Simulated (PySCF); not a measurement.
EPR parameters of C3H2F2N

Compound: C3H2F2N (doublet state).
Cartesian coordinates in Å at the GFN2-xTB level; atoms count from 1:
```xyz
8
C3H2F2N angstrom
N      2.5148    0.0499    0.4841
C      1.4257   -0.1876    0.2429
C      0.0478   -0.5024   -0.0760
C     -0.8474    0.6646    0.1630
F     -0.7163    1.7331   -0.6274
F     -2.1447    0.4052    0.3635
H      0.0168   -0.8238   -1.1304
H     -0.2877   -1.3296    0.5557
```

The hyperfine couplings belong to this conformer and change with its torsions.

The species is `N#CC[C](F)F` [radical].

Method used: UKS B3LYP, pcH-1 on C F H N, non-relativistic, mean-field spin-orbit, GIAO in PySCF. One conformer (not necessarily the lowest) at the GFN2-xTB geometry, without solvent, vibrations or thermal averaging. A GFN2-xTB geometry isn't a minimum of the functional, and hyperfine couplings can be far from their values at a DFT geometry. Stability of the SCF solution: not tested.

- g1, g2, g3: 2.00189, 2.00474, 2.00484
- g_iso: 2.00382
- Form of g: close to axial: the two nearest values differ by 3 % of g3 − g1
- ⟨S²⟩: 0.7524 (exact 0.7500)
- α and β electrons: 23, 22
- HOMO–LUMO gap, α and β orbitals: 6.82, 7.36 eV

Isotropic coupling and dipolar principal values T1 to T3, in MHz; ρ(0) is the spin density at the nucleus:

| atom | isotope | a_iso | T1 | T2 | T3 | Mulliken spin population | ρ(0) (bohr⁻³) |
| --- | --- | --- | --- | --- | --- | --- | --- |
| N1 | 14N | -0.2 | -0.4 | -0.2 | 0.6 | -0.01 | -0.0006 |
| C2 | 13C | 22.4 | -1.7 | -1.5 | 3.2 | 0.01 | 0.0200 |
| C3 | 13C | 23.3 | -5.3 | -4.1 | 9.5 | -0.04 | 0.0208 |
| C4 | 13C | 388.9 | -81.8 | -81.1 | 162.9 | 0.85 | 0.3459 |
| F5 | 19F | 232.3 | -232.9 | -205.6 | 438.5 | 0.06 | 0.0552 |
| F6 | 19F | 227.7 | -237.5 | -209.3 | 446.8 | 0.06 | 0.0541 |
| H7 | 1H | 99.9 | -5.7 | -2.1 | 7.9 | 0.06 | 0.0223 |
| H8 | 1H | 3.0 | -6.7 | -5.0 | 11.7 | 0.00 | 0.0007 |

Largest spin populations (Mulliken): C4 (+0.85), H7 (+0.06) and F6 (+0.06). C4 is the only atom above +0.15. The angles at C4 add up to 345.1°, so it is pyramidal.

Under fast tumbling the dipolar parts average out, and these isotropic splittings remain: 2 × 19F (F5/F6, I = 1/2, 3 lines) with 8.20 mT and 2 × 1H (H7/H8, I = 1/2, 3 lines) with 1.84 mT.

Class means assume fast exchange of nuclei equivalent by connectivity; if that motion is slow, each nucleus keeps its own coupling. The 1H value of +51.5 MHz is a mean of couplings from 3.0 to 99.9 MHz in this one geometry, not an average over conformers.

The 13C coupling of C4 (388.9 MHz) shows only in satellite lines or after enrichment, since that isotope makes up about 1.07 % of natural carbon.
